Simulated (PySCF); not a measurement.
Cyclopropanol, C3H6O.
Numbering: `[OH:1][CH:2]1[CH2:3][CH2:4]1` (hydrogens: H5 on O1; H6 on C2; H7, H8 on C3; H9, H10 on C4)

An MMFF94s structure was refined with PySCF, PBE0-D3(BJ)/def2-SVP geometry optimisation, gas phase. Its MMFF94s values:

```csv
coordinate,MMFF94s
O1–C2,1.432 Å
O1–H5,0.973 Å
C2–C3,1.500 Å
C2–C4,1.500 Å
C2–H6,1.085 Å
C3–C4,1.502 Å
C3–H7,1.083 Å
C3–H8,1.084 Å
O1–C2–C3,115.2°
O1–C2–C4,115.6°
O1–C2–H6,117.9°
C2–O1–H5,111.0°
C2–C3–H7,117.8°
C2–C3–H8,117.9°
C4–C3–H7,118.2°
C4–C3–H8,118.1°
O1–C2–C3–C4,-106°
```

Problem. How do these coordinates change at the PBE0-D3(BJ)/def2-SVP level?

Solution. 
| coordinate | PBE0-D3(BJ)/def2-SVP (Å or °) | change |
| --- | --- | --- |
| O1–C2 | 1.385 | -0.047 |
| C2–H6 | 1.100 | +0.015 |
| C2–C3 | 1.487 | -0.013 |
| C3–H7 | 1.093 | +0.010 |
| O1–H5 | 0.963 | -0.010 |
| C3–H8 | 1.093 | +0.009 |
| C3–C4 | 1.507 | +0.005 |
| C2–C4 | 1.501 | +0.001 |
| O1–C2–C4 | 119.5 | +3.9 |
| C2–O1–H5 | 107.7 | -3.3 |
| O1–C2–H6 | 115.3 | -2.6 |
| C2–C3–H8 | 115.7 | -2.2 |
| C4–C3–H8 | 117.0 | -1.1 |
| O1–C2–C3 | 116.3 | +1.1 |
| C2–C3–H7 | 118.9 | +1.1 |
| C4–C3–H7 | 119.2 | +1.0 |
| O1–C2–C3–C4 | -111 | -5 |

The energy falls by 2.2 kcal/mol over 9 energy and gradient evaluations, the largest force component goes from 0.0381 to 2.5e-04 Eh/bohr, and the atoms move by 0.041 Å rms after alignment. The bond that changes most is O1–C2 (alcohol oxygen to carbinol carbon (C–OH)), which shortens by 0.047 Å. Bonds longer at the end by more than 0.005 Å: 5 of 10; shorter: 3. Rotational constants go from 16723, 6822, 5954 to 16884, 6963, 6004 MHz.

The run used 86 basis functions and 57 SCF cycles in all.

Stationary, but not proved a minimum. One conformer, not necessarily the lowest.

Shape of the structure used: `[OH:1][CH:2]1[CH2:3][CH2:4]1`: H–O1–C2–C3 147°.
